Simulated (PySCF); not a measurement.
[PO2]+: fields on a plane

All numbers come from PBE0 in PySCF with P def2-TZVP, O def2-TZVP; no relativity; density-fitted integrals.

The singlet minimum has P–O 1.430 Å (×2); O–P–O 180.0°.

The plane holds P1 at (0.00, 0.00), O2 at (1.43, 0.00), O3 at (-1.43, 0.00) Å. Columns run from x = -3.45 to 3.75 Å, rows from y = 2.25 (top) to -1.95 Å, in steps of 0.3 Å. Other isomers or separated fragments may lie lower.

Q: Give the electron localisation function (set to 0 where the density is under 0.005 e/Å³). Lower edges of the bins: '0' 0.000, '1' 0.088, '2' 0.176, '3' 0.264, '4' 0.352, '5' 0.440, '6' 0.527, '7' 0.615, '8' 0.703, '9' 0.791; top 0.88.

A: 
```
0000000000000000000000000
0000000000000000000000000
0000000111111111100000000
0000123333333333332100000
0001356666655666665310000
0013689988722788998631000
0015899998211289999851000
0026992277199177229962000
0026992277199177229962000
0015899998211289999851000
0013689988722788998631000
0001356666655666665310000
0000123333333333332100000
0000000111111111100000000
0000000000000000000000000
```

Q: Give the electrostatic potential (V) (cut at 20 V). Lower edges of the bins (V): '_' 3.240, '.' 3.339, ':' 3.496, '-' 3.745, '=' 4.139, '+' 4.764, '*' 5.754, '#' 7.323, '%' 9.810, '@' 13.752; top 20.0, each point printed twice.

A: 
```
..::--======++++****************++++======--::..__
::----====++++******########******++++====----::..
::--====++++****######%%%%######****++++====--::..
----==++++****####%%%%%%%%%%%%####****++++==----::
--====++****####%%%%@@@@@@@@%%%%####****++====--::
--==++++**##%%@@@@@@@@@@@@@@@@@@@@%%##**++++==--::
--==++**##@@@@@@@@@@@@@@@@@@@@@@@@@@@@##**++==--::
--==++**%%@@@@@@@@@@@@@@@@@@@@@@@@@@@@%%**++==--::
--==++**%%@@@@@@@@@@@@@@@@@@@@@@@@@@@@%%**++==--::
--==++**##@@@@@@@@@@@@@@@@@@@@@@@@@@@@##**++==--::
--==++++**##%%@@@@@@@@@@@@@@@@@@@@%%##**++++==--::
--====++****####%%%%@@@@@@@@%%%%####****++====--::
----==++++****####%%%%%%%%%%%%####****++++==----::
::--====++++****######%%%%######****++++====--::..
::----====++++******########******++++====----::..
```
